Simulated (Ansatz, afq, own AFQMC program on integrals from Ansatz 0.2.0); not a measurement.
**Where AFQMC and coupled cluster stand for SiH2O, triplet**

| atom | x (Å) | y (Å) | z (Å) |
| --- | --- | --- | --- |
| Si | 0.0000 | 0.0000 | 0.4897 |
| O | 0.0000 | 0.0000 | -1.0261 |
| H | 0.0000 | 1.2309 | 1.3214 |
| H | 0.0000 | -1.2309 | 1.3214 |

Connectivity, by distances: SiH2–O.

Basis cc-pVDZ. Noble-gas cores (and the filled d shells of Ga–Kr and In–Xe) are frozen. Integrals, coupled cluster, full CI and functionals: Ansatz 0.2.0; the random walks run on the same integrals in our own AFQMC program. The CISD trial takes its coefficients from CCSD amplitudes. Released means that phaseless walkers are propagated on without the constraint, phases kept. Error bars are statistical, one sigma.

Determinant: UHF, the one that the program's search chose, which needn't be the lowest solution. The geometry is a PBE0/def2-TZVP stationary point of this or a neighbouring charge and spin state.

No full CI on the walks' own integrals is used here; CCSDT(Q) serves as the reference and is uncertain by about the last step of the cluster series.

Cautions: another spin lies lower (by 3.99 eV).

- T1 diagnostic: 0.0309
- weight of the determinant in the CISD state: 0.879
- ⟨S²⟩ of the determinant: 2.019
- size of the correlated space: 12 electrons in 36 orbitals

Reference: CCSDT(Q), correlation energy -7.257 eV. The released energy is read at 1.62 1/Eh, later times being too noisy (meV from the phaseless value at times in 1/Eh: -4 ± 14 at 0.24, -15 ± 16 at 0.51, -16 ± 16 at 0.99, 11 ± 17 at 1.62, 26 ± 29 at 2.40).

```tsv
level	E − E(reference) (kJ/mol)	share of correlation (%)
HF	700.2	0.00
MP2	110.2	84.26
CCSD	19.8	97.17
CCSD(T)	4.7	99.32
CCSDT	1.4	99.80
ph-AFQMC/CISD	1.1 ± 1.1	99.85
released AFQMC	2.1 ± 1.6	99.70
```

A walk keeps the symmetry of its determinant, which the program's search chose and which needn't be the lowest solution, so a lower state of the same spin and another symmetry isn't excluded. Released energies are given only where the last usable release times agree within the noise; a slower fall can still hide under it.
